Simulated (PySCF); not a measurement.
**H₂Al–As⁺, quartet in cc-pVDZ: errors against RCCSDT**

Geometry: that of the H2Al–As, triplet, kept fixed.

```tsv
atom	x (Å)	y (Å)	z (Å)
Al	0.0000	0.0000	1.7403
As	0.0000	0.0000	-0.6949
H	0.0000	1.3758	2.5343
H	0.0000	-1.3758	2.5343
```

Basis cc-pVDZ; PySCF 2.14.0. Only valence electrons are correlated (noble-gas cores and the filled d shells of p-block atoms frozen), which leaves 9 electrons in 36 orbitals. R marks a restricted (for open shells ROHF) determinant, U an unrestricted one. No spin–orbit coupling is included, and no scalar relativity.

Full CI isn't at hand for all of this; RCCSDT serves as the reference. It lacks quadruple excitations, which often exceed the step from CCSD(T) to CCSDT. The frozen core follows each run's orbitals, which can shift R against U totals by a few meV for light atoms and by up to 0.1 eV past Ca.

```
UHF ⟨S²⟩                          : 3.756
T1 diagnostic (ROHF- or RHF-based CCSD)             : 0.0220
largest doubles amplitude (ROHF- or RHF-based CCSD) : 0.039
```

```json
{"level": "RHF", "E − E(RCCSDT) (kcal/mol)": "94.18", "share of correlation (%)": "0.00", "wall time": "–"}
{"level": "RMP2", "E − E(RCCSDT) (kcal/mol)": "22.93", "share of correlation (%)": "75.65", "wall time": "–"}
{"level": "RCCSD", "E − E(RCCSDT) (kcal/mol)": "2.37", "share of correlation (%)": "97.48", "wall time": "–"}
{"level": "RCCSD(T)", "E − E(RCCSDT) (kcal/mol)": "0.53", "share of correlation (%)": "99.44", "wall time": "2.7 s"}
```

The correlation energy at RCCSDT, counted from RHF, is -4.084 eV. That run took 2.7 min on 1 thread of Arm Neoverse V1, shared host.

Run but not shown, since their state, orbitals or frozen core can't be matched to the reference's or they repeat it: UHF, UMP2, UCCSD, UCCSD(T).

Times are those of the correlated step on a shared host, with one SCF added for the restricted CCSD run; they ran on 1 thread of Arm Neoverse V1.
